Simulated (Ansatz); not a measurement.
Species: SiN$_{3}$H$_{7}$, charge 0, multiplicity 1. SMILES: N[SiH](N)N
Geometry from a B3LYP-D3(BJ)/def2-TZVP (Ansatz, a quantum-chemistry and plane-wave program) optimisation:
```xyz
11

N      0.0297     1.5786    -0.5506
Si    -0.1744     0.0871     0.2807
N     -0.8936    -0.9443    -0.8847
N      1.1470    -0.8289     0.8907
H      0.1251     2.4404    -0.0379
H      0.4957     1.6246    -1.4433
H     -0.9302     0.4669     1.5010
H     -0.9917    -1.9298    -0.7033
H     -1.6101    -0.5974    -1.5010
H      1.5436    -0.6160     1.7918
H      1.8278    -1.2457     0.2750
```
Charge 0, spin multiplicity 1.

HF/6-31G* beside other levels, property by property. Terms: open shells spin-unrestricted; six Cartesian d functions in 6-31G* and its kin unless marked 5d; non-relativistic; no dispersion term unless named; atomisation electronic, to ground-state atoms; LANL2DZ with its own core potentials from Na on; valence correlation only; spin-orbit terms left out. CBS marks a two-point X^-3 extrapolation of the correlation energy; Hartree-Fock from the larger set. Ab initio and DFT rows: single points at B3LYP-D3(BJ) geometries (Ansatz), with unscaled harmonic terms from B3LYP/6-31G* (Ansatz) at its own minima, enthalpies of formation by atomisation with measured atoms. Anions need diffuse functions, which STO-3G, LANL2DZ, def2-SVP, cc-pVDZ and Pople sets without + lack.

Coupled cluster (Ansatz) is a level with limits of its own, used here on species with T1 under 0.025 (0.045 for open shells) and stable references: (a) CCSD(T)/CBS(aug-cc-pV(T+d)Z,aug-cc-pV(Q+d)Z); (b) CCSD(T)/CBS(cc-pV(T+d)Z,cc-pV(Q+d)Z).

| property | HF/6-31G* (Ansatz) | HF/STO-3G (Ansatz) | B3LYP/LANL2DZ (Ansatz) | B3LYP/6-31G* (Ansatz) | to compare with |
|---|---|---|---|---|---|
| atomisation energy (kcal/mol) | 592.5 | 658.0 | 858.4 | 885.1 | 918.9 coupled cluster (a) |
| proton affinity at N (heteroatom site), enthalpy at 298 K, to N[SiH](N)[NH3+] (kcal/mol) | 226.8 | 287.5 | 226.8 | 226.8 | 219.2 coupled cluster (b) |
| deprotonation enthalpy (H-N bond) at 298 K, to [NH-][SiH](N)N + H+ (kcal/mol) | 399.6 | 508.4 | 401.3 | 392.6 | 380.5 coupled cluster (a) |
| H-Si bond dissociation enthalpy at 298 K, to N[Si](N)N + H atom (kcal/mol) | 79.0 | 101.1 | 88.9 | 92.9 | 96.4 coupled cluster (a) |
| H-N bond dissociation enthalpy at 298 K, to [NH][SiH](N)N + H atom (kcal/mol) | 79.5 | 92.3 | 113.9 | 106.7 | 113.3 coupled cluster (a) |
| enthalpy of formation at 298 K (kcal/mol) | 262.3 | 196.8 | -3.6 | -30.3 | -64.1 coupled cluster (a) |
| N-Si bond dissociation enthalpy at 298 K, to N[SiH]N + [NH2] (NH2) (kcal/mol) | 82.0 | 88.4 | 99.8 | 101.7 | 112.5 coupled cluster (a) |

As the rows show:
- atomisation energy: HF/6-31G* lies 326.4 kcal/mol below coupled cluster.
- proton affinity at N (heteroatom site), enthalpy at 298 K, to N[SiH](N)[NH3+]: HF/6-31G* lies 7.6 kcal/mol above coupled cluster.
- deprotonation enthalpy (H-N bond) at 298 K, to [NH-][SiH](N)N + H+: HF/6-31G* lies 19.1 kcal/mol above coupled cluster.
- H-Si bond dissociation enthalpy at 298 K, to N[Si](N)N + H atom: HF/6-31G* lies 17.4 kcal/mol below coupled cluster.
- H-N bond dissociation enthalpy at 298 K, to [NH][SiH](N)N + H atom: HF/6-31G* lies 33.8 kcal/mol below coupled cluster.
- enthalpy of formation at 298 K: HF/6-31G* lies 326.4 kcal/mol above coupled cluster.
- N-Si bond dissociation enthalpy at 298 K, to N[SiH]N + [NH2] (NH2): HF/6-31G* lies 30.5 kcal/mol below coupled cluster.

The properties are those with a value to compare with, at most eight drawn at random. No case is left out for the size of its miss. Left out are saddle points of the reference geometry, anions that the best level run finds unbound, excited spin states, species near biochemistry, 298 K rows of species without real B3LYP wavenumbers, cases with under five habitual levels, runs that failed or that the program found above a lower state of the same kind, table entries that another table contradicts, and a share of species set aside by lot.
